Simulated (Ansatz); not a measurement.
Loss of C2H4: C3H5F2 → CHF2 + C2H4

Species: C3H5F2 `[CH2]CC(F)F`, doublet; CHF2 (difluoromethyl radical) `F[CH]F`, doublet; C2H4 (ethylene) `C=C`, singlet. This is a balance of energies; it says nothing on the path, which may need atoms to shift.

Shapes, held fixed at every level: PBE0-D4/def2-TZVP. Flexible molecules stand in one conformer, not always the lowest. Programs: Ansatz 0.2.0. The zero-point and thermal change to 298 K, harmonic and unscaled (PBE0-D4/def2-TZVP), is -7.2 kJ/mol.

```csv
level,kind,ΔH(298 K) (kJ/mol),less CCSD(T)/CBS estimate
HF/def2-TZVPP,Hartree–Fock,+109.2,-17.1
r2SCAN-D4/def2-TZVPP,meta-GGA,+134.0,+7.7
B3LYP-D4/def2-TZVPP,global hybrid,+113.8,-12.5
r2SCAN0-D4/def2-TZVPP,global hybrid,+142.5,+16.2
wB97M-V/def2-TZVPP,range-separated hybrid,+129.4,+3.1
B2PLYP/def2-TZVPP,double hybrid,+113.3,-13.0
CCSD(T)/CBS estimate,coupled cluster or CI,+126.3,0.0
```

The highest level, CCSD(T)/CBS estimate, gives ΔH(298 K) = +126.3 kJ/mol; the levels span +109.2 to +142.5. The column of differences is taken from that level and isn't an error. No measured value is set beside it here. Open shells run unrestricted. The CBS estimate extrapolates MP2 from def2-TZVPP and def2-QZVPP and adds CCSD(T) − MP2 in the triple-zeta set, cores frozen.
